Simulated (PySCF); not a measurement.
Gas-phase reaction: 4 (CH₃)₂NH → 2 CH₂NH + 3 C₂H₆ + 2 NH₂

Method: PySCF energies plus ideal-gas RRHO corrections (1 bar). † marks an energy on the PBE0/def2-TZVP geometry and frequencies. MP2 freezes the core. Open shells (unrestricted): NH₂ (multiplicity 2); the rest are closed-shell singlets. B3LYP is the form with VWN-RPA correlation. CH₂NH: computed as isolated molecules; such fragments, hydroxides, amides, oligomers or adducts are transient or little studied in the gas. MP2 isn't extrapolated to the basis-set limit; its ΔH°(298 K) is 394.7 kJ in def2-SVP and 393.3 kJ in def2-TZVPP. The harmonic model lacks anharmonicity and excited electronic states, which grow with temperature; levels with a mode under 35 cm⁻¹ are left out. Internal rotation in (CH₃)₂NH, C₂H₆ is treated as a harmonic vibration of one conformer, which makes the entropy rough.

ΔH° and ΔS° at 298 K: B3LYP/def2-TZVP† 318 kJ, 441 J/K; MP2/def2-SVP† 395 kJ, 441 J/K; PBE/def2-TZVP† 379 kJ, 441 J/K.

Q: With the heat capacities included, give log10 K (1 bar) at 800, 1000, 1400, 1800, 2000 K from B3LYP/def2-TZVP†, MP2/def2-SVP†, PBE/def2-TZVP†.

A: 
| T (K) | B3LYP/def2-TZVP† | MP2/def2-SVP† | PBE/def2-TZVP† |
|---|---|---|---|
| 800 | 2.4 | -2.6 | -1.5 |
| 1000 | 6.5 | 2.5 | 3.4 |
| 1400 | 11.0 | 8.2 | 8.8 |
| 1800 | 13.4 | 11.2 | 11.7 |
| 2000 | 14.2 | 12.2 | 12.6 |
